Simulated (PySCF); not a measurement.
Job file and geometry (Å, from GFN2-xTB) of an NMR shielding run on SMILES C1C(C)CCC1, C$_{6}$H$_{12}$, GIAO PBE0/pcSseg-1 NMR shielding, non-relativistic, gas phase (PySCF); density fitting, a coarse starting grid and PySCF grid level 2 are the driver's defaults:

```
{"job": {"kind": "nmr", "xc": "PBE0", "basis": "pcSseg-1"}, "charge": 0, "multiplicity": 1}
C      2.075468     0.353001    -0.267025
C      0.742729     0.034175     0.396219
C     -0.294548     1.168239     0.258664
C     -1.629259     0.498591    -0.111302
C     -1.412341    -0.992309     0.148966
C      0.054763    -1.192721    -0.211167
H      2.530617     1.230803     0.186368
H      1.936112     0.546463    -1.328683
H      2.761511    -0.484634    -0.158015
H      0.921696    -0.158844     1.458779
H     -0.381178     1.723557     1.192307
H      0.010843     1.873307    -0.514560
H     -1.847554     0.654841    -1.168616
H     -2.463717     0.898045     0.464136
H     -1.567937    -1.216201     1.205881
H     -2.082094    -1.619743    -0.438302
H      0.173910    -1.182273    -1.296388
H      0.462220    -2.127981     0.171081
```

Q: Write the output of this run.

A: 
```
coarse grid: 13960 points
cycle   1  E = -235.4577974171  dE =  5.613e-01  |g| = 4.176e-01  |ddm| = 3.565e+00
cycle   2  E = -235.4424310783  dE =  1.537e-02  |g| = 4.979e-01  |ddm| = 8.296e-01
cycle   3  E = -235.5070261151  dE = -6.460e-02  |g| = 4.081e-02  |ddm| = 4.763e-01
cycle   4  E = -235.5073179993  dE = -2.919e-04  |g| = 1.725e-02  |ddm| = 4.933e-02
cycle   5  E = -235.5073833158  dE = -6.532e-05  |g| = 4.435e-03  |ddm| = 1.598e-02
cycle   6  E = -235.5073879163  dE = -4.600e-06  |g| = 3.973e-04  |ddm| = 3.872e-03
final grid: 131712 points
cycle   7  E = -235.5458276720  dE = -4.318e-05  |g| = 8.783e-03  |ddm| = 2.855e-02
cycle   8  E = -235.5458175250  dE =  1.015e-05  |g| = 1.092e-02  |ddm| = 1.731e-02
cycle   9  E = -235.5458479512  dE = -3.043e-05  |g| = 5.882e-04  |ddm| = 9.785e-03
cycle  10  E = -235.5458480203  dE = -6.908e-08  |g| = 2.027e-04  |ddm| = 6.568e-04
cycle  11  E = -235.5458480298  dE = -9.458e-09  |g| = 3.685e-05  |ddm| = 1.689e-04
cycle  12  E = -235.5458480301  dE = -3.043e-10  |g| = 5.060e-06  |ddm| = 4.012e-05
converged SCF energy = -235.5458480301

GIAO shielding tensors (ppm)
atom      isotropic    diamagn.    paramagn.     s11        s22        s33       span
  0 C      163.303     245.362     -82.059    147.473    157.133    185.303     37.830
  1 C      148.920     247.233     -98.314    123.985    157.517    165.258     41.273
  2 C      152.635     247.505     -94.870    119.769    159.479    178.657     58.888
  3 C      157.962     247.577     -89.615    129.085    169.171    175.629     46.544
  4 C      155.061     248.077     -93.016    129.400    164.767    171.015     41.615
  5 C      146.420     247.773    -101.353    121.807    151.164    166.289     44.483
  6 H       30.367      29.069       1.298     25.728     27.868     37.505     11.777
  7 H       31.098      30.158       0.940     27.409     29.458     36.427      9.018
  8 H       30.430      29.090       1.340     25.640     28.059     37.592     11.953
  9 H       29.839      32.512      -2.673     26.501     27.490     35.525      9.025
 10 H       29.785      31.081      -1.295     24.912     28.172     36.272     11.360
 11 H       30.576      31.578      -1.002     25.633     29.985     36.110     10.478
 12 H       30.111      30.578      -0.467     25.195     28.200     36.938     11.743
 13 H       29.932      29.695       0.237     24.963     27.545     37.289     12.326
 14 H       30.268      30.872      -0.604     25.860     27.891     37.052     11.192
 15 H       29.974      29.827       0.147     25.263     27.155     37.503     12.240
 16 H       30.804      31.937      -1.134     26.435     29.965     36.011      9.576
 17 H       29.898      31.115      -1.217     25.521     27.910     36.263     10.743
```

Q: Turn these shieldings into chemical shifts. δ = σ(ref) − σ, references computed at the same level: 13C (σref 186.93), 1H (σref 31.72) against TMS.

A: Averaging equivalent atoms: C 1: 38.0; C 2/5: 37.4; C 3/4: 30.4; C 0: 23.6; H 9: 1.88; H 10/17: 1.88; H 12/15: 1.67; H 13/14: 1.62; H 6/7/8: 1.09; H 11/16: 1.03 ppm. 

Size and cost of the density-fitted run: 162 basis functions, 18 s wall time on 1 thread of an Arm Neoverse V2, shared host.
